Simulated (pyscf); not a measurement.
Single points on ωB97X-D3(BJ)/def2-SVP structures (PySCF, gas phase).

Problem. Estimate the classical barrier height and the reaction energy of `[NH2][Si]([F])[F]` [doublet] + `[H][H]` → `[F][SiH][F]` [doublet] + `[NH3]` at ωB97M-D3(BJ)/def2-TZVP. The step runs on the doublet surface, breaks N–Si, H–H and forms H–Si, H–N; take the separated reactants as zero.

Solution. ΔE‡ = 152.0 kJ/mol, ΔE = +50.4 kJ/mol. Zero-point energy shifts the barrier by +10.3 kJ/mol. It is a four-centre exchange, with an imaginary mode of 1501i cm⁻¹. On the product side the descent ends in an adduct with a N–Si contact, 21.5 kJ/mol under the separated species and 123.9 kJ/mol under the saddle at ωB97X-D3(BJ)/def2-TZVP. What is counted as broken (N–Si) persists as a longer contact in the product adduct; parting that adduct is a step of its own. At the saddle there is also a short H–Si contact that neither side keeps. This is the saddle that the search found; another between the same sides may lie lower.
